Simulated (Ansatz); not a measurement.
# CHN (singlet): the correlation ladder at scale of all distances = 1.523, 6-31G

How much of the correlation energy of CHN (singlet) does each wave-function method recover here?

Method: 6-31G, core rule «outside noble gas», up to 2 orbitals frozen; program: Ansatz 0.2.0, Gaussian basis.

Plan: UHF; CCSD(T) on RHF; CCSD(T) on UHF; BCCD(T) on RHF; CISD; CCSDT(Q) on RHF; CCSDT(Q) on UHF; CCSDTQ on RHF; CASSCF and MRCISD+Q, 2 electrons in 2 orbitals; CASSCF and NEVPT2, 2 electrons in 2 orbitals; CASSCF and MRCISD+Q, 10 electrons in 9 orbitals; CASSCF and MRCISD+Q(relaxed), 10 electrons in 9 orbitals; CASSCF and NEVPT2, 10 electrons in 9 orbitals; Full CI.

11 further runs of the same task are left out: 1 for a known fault of the program, 7 that didn't finish, 3 set aside as unsound or not needed.

### 1 What is computed

The geometry derives from a PBE0/def2-TZVP stationary point (not a proven minimum). All distances are scaled together.

3 atoms, charge 0, spin multiplicity 1.

Atoms are counted from 1 here; the program's logs count them from 0.

No contacts short enough for the rule that draws bonds.

### 2 UHF

File in.yaml:

```yaml
crystal:
  periodic: [false, false, false]
  atoms:
    - {symbol: N, position_ang: [0.000000, 0.000000, 1.705728]}
    - {symbol: C, position_ang: [0.000000, 0.000000, -0.039030]}
    - {symbol: H, position_ang: [0.000000, 0.000000, -1.666698]}
basis:
  gaussian: {orbitals: 6-31G}
magnetization: {spin_polarized: true, initial_magnetization: 0}
hamiltonian: {xc: hf}
output: {orbitals: {seedname: orbitals}}
```

Run with:

```sh
> ansatz run in.yaml --threads 1 --pin off --events-out ev --progress --plain --max-ram 2393MiB
```

After this run come: CCSD(T) on RHF; CCSD(T) on UHF; BCCD(T) on RHF; CISD; CCSDT(Q) on RHF; CCSDT(Q) on UHF; CCSDTQ on RHF; CASSCF and MRCISD+Q, 2 electrons in 2 orbitals; CASSCF and NEVPT2, 2 electrons in 2 orbitals; CASSCF and MRCISD+Q, 10 electrons in 9 orbitals; CASSCF and MRCISD+Q(relaxed), 10 electrons in 9 orbitals; CASSCF and NEVPT2, 10 electrons in 9 orbitals; Full CI.

Before running them: what should the planned runs give, taken together? Wanted: FCI below the RHF energy; RMP2 from FCI; UMP2 from FCI; RCCSD from FCI; RCCSD(T) from FCI; UCCSD(T) from FCI; RCCSDT(Q) from FCI; UCCSDT(Q) from FCI; NEVPT2 pair from FCI.

**Answer**, as computed:

| quantity | value |
| --- | --- |
| FCI below the RHF energy | -9.8913 eV |
| RMP2 from FCI | +7.82 kcal/mol |
| UMP2 from FCI | +61.98 kcal/mol |
| RCCSD from FCI | +23.69 kcal/mol |
| RCCSD(T) from FCI | +0.22 kcal/mol |
| UCCSD(T) from FCI | +10.05 kcal/mol |
| RCCSDT(Q) from FCI | -1.21 kcal/mol |
| UCCSDT(Q) from FCI | +3.25 kcal/mol |
| NEVPT2 pair from FCI | +56.17 kcal/mol |
| NEVPT2 valence from FCI | +10.28 kcal/mol |
| MRCISD+Q valence from FCI | +0.47 kcal/mol |
| levels within 1 kcal/mol (43 meV) | RCCSD(T), BCCD(T), MRCISD+Q valence, MRCISD+Q(relaxed) valence |
| T1 diagnostic | 0.086 |
| effectively unpaired electrons | 1.27 |

What this shows: RCCSD(T) lands +0.22 kcal/mol from the yardstick (0.1 % of the correlation energy). CCSD(T) misses by +0.22 kcal/mol on the restricted determinant and by +10.05 kcal/mol on the unrestricted one; the two need not hold the same state or core. BCCD(T), RCCSDT(Q) fall below full CI, which methods that aren't variational can do. With 1.3 effectively unpaired electrons against 0 the state is strongly multireference. Coupled cluster on one determinant still stays close here. Of the multireference levels listed MRCISD+Q(relaxed) valence comes nearest in total energy (+0.03 kcal/mol), which doesn't show that its space is the better one. Coupled cluster took another determinant than the lowest Hartree-Fock one. These misses are within one basis, not against nature.
